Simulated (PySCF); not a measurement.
Compound: cyclopropylmethylamine, C₄H₉N.
Numbering: `[NH2:1][CH2:2][CH:3]1[CH2:4][CH2:5]1`

Probes without a nucleus sit at each ring's centroid and 1 Å off its mean plane on both sides; NICS is minus the shielding there, NICSzz its component along the normal. Level: GIAO PBE0/pcSseg-1 (PySCF, non-relativistic, gas phase) on the PBE0-D3(BJ)/def2-SVP geometry, one conformer.

Ring bond lengths (Å), with Mayer bond orders in brackets: C3–C4 1.497 (0.95), C4–C5 1.501 (0.97), C5–C3 1.503 (0.94).

**Question.** What do the NICS probes read (ppm)?

**Answer.** 
| ring | type | NICS(0) | NICS(1), two faces | NICS(1)zz, two faces | rms pucker (Å) | centre to ring atoms, mean (Å) |
| --- | --- | --- | --- | --- | --- | --- |
| C3–C4–C5 | 3-membered carbocycle; formal bonds all single | -43.5 | -8.7 / -8.9 | -23.7 / -21.8 | 0.00 | 0.87 |

**Question.** What can be read from them?

**Answer.** 
- C3–C4–C5: mean NICS(1)zz -22.7 ppm, shielded. C3, C4, C5 have four or more neighbours, so the value isn't read as a sign of a π ring current. NICS(0) lies 35 ppm below the mean NICS(1).

**Question.** What is the mean of the two in-plane components of NICS at the second NICS(1) probe listed for ring C3–C4–C5, 1 Å off the ring?

**Answer.** The isotropic value is a third of the trace: (3 × -8.9 − (-21.8))/2 = -2.5 ppm.

**Question.** What are the shieldings of the ring atoms and their hydrogens in the same run (means over atoms taken as equivalent)?

**Answer.** 
```json
{"atoms": "C3", "environment": "three-membered-ring carbon", "σ isotropic (ppm)": "169.9"}
{"atoms": "C4 (×2)", "environment": "three-membered-ring carbon", "σ isotropic (ppm)": "180.2"}
{"atoms": "H on C3", "environment": "methine hydrogen", "σ isotropic (ppm)": "30.37"}
{"atoms": "H on C4 (×2)", "environment": "methylene hydrogen", "σ isotropic (ppm)": "31.34"}
{"atoms": "H on C4 (×2)", "environment": "methylene hydrogen", "σ isotropic (ppm)": "30.85"}
```

**Question.** How do the values depend on the level or the medium?

**Answer.** 
| level | NICS(0), C3–C4–C5 | mean NICS(1)zz, C3–C4–C5 |
| --- | --- | --- |
| PBE0/pcSseg-1, gas | -43.5 | -22.7 |
| wB97X-D/pcSseg-2, gas | -44.1 | -23.5 |
| B3LYP/pcSseg-1, gas | -42.6 | -22.2 |
| B97-D/pcSseg-1, gas | -42.5 | -21.9 |
| BLYP/pcSseg-1, gas | -42.1 | -21.7 |
| BP86/pcSseg-1, gas | -42.9 | -22.2 |
| HF/pcSseg-1, gas | -43.3 | -23.5 |
| KT2/pcSseg-1, gas | -42.0 | -21.9 |

The geometry is the same throughout.

Shape of the structure used: `[NH2:1][CH2:2][CH:3]1[CH2:4][CH2:5]1`: N1–C2–C3–C4 157°, H–N1–C2–C3 -62°, H–N1–C2–C3 180°.
